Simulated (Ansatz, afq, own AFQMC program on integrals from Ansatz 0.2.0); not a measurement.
# CH2N, doublet in def2-TZVP, levels against CCSDT(Q)

| atom | x (Å) | y (Å) | z (Å) |
| --- | --- | --- | --- |
| C | -0.7034 | 0.7041 | -0.8433 |
| N | 0.3800 | 0.5626 | -0.2520 |
| H | -1.5477 | 0.0022 | -0.6882 |
| H | -0.8753 | 1.5386 | -1.5529 |

Connectivity, by distances: CH2–N.

Basis def2-TZVP. Noble-gas cores (and the filled d shells of Ga–Kr and In–Xe) are frozen. Integrals, coupled cluster, full CI and functionals: Ansatz 0.2.0; the random walks run on the same integrals in our own AFQMC program. ph-AFQMC/CISD is guided by a CISD state made of CCSD amplitudes; releasing the constraint for a short imaginary time cuts its bias at the price of noise, slowly where states lie close. Free AFQMC starts from the CCSD state and is never constrained. Its projection time is finite, and what remains of the start isn't in its error. ± is one standard error of the sampling.

Determinant: ROHF, the one that the program's search chose, which needn't be the lowest solution. The geometry is a PBE0/def2-SVP stationary point of this or a neighbouring charge and spin state.

No full CI on the walks' own integrals is used here; CCSDT(Q) serves as the reference and is uncertain by about the last step of the cluster series.

Cautions: a spin-contaminated unrestricted determinant lies lower (UHF 285 meV lower, ⟨S²⟩ 0.94); the released energies are still falling, so no released level is given (meV from the phaseless value at times in 1/Eh: -5 ± 5 at 0.24, -12 ± 3 at 0.51, -14 ± 4 at 0.99, -16 ± 4 at 1.62, -24 ± 8 at 2.40), though the last usable value meets CCSDT(Q) within the noise; the ph-AFQMC/CISD walk drifts between its halves (2.3 errors).

```
T1 diagnostic                               : 0.0263
weight of the determinant in the CISD state : 0.873
size of the correlated space                : 11 electrons in 72 orbitals
```

| level | correlation energy (eV) |
| --- | --- |
| MP2 | -8.8074 |
| CCSD | -9.4606 |
| CCSD(T) | -9.8655 |

Q: Estimate where free-projection AFQMC lies against CCSD(T) on the same integrals.

A: 4.8 ± 0.6 kJ/mol below CCSD(T).

Reference: CCSDT(Q), correlation energy -9.908 eV.

| level | E − E(reference) (kJ/mol) | share of correlation (%) |
| --- | --- | --- |
| CCSD(T) | 4.1 | 99.58 |
| CCSDT | 2.2 | 99.77 |
| ph-AFQMC/HF | 1.6 ± 2.6 | 99.83 |
| ph-AFQMC/CISD | 1.5 ± 0.5 | 99.84 |
| free AFQMC | -0.8 ± 0.6 | 100.08 |

Free projections are given only where their last times agree within the noise and don't stop above the reference; a slow remainder of the start can still hide under it.
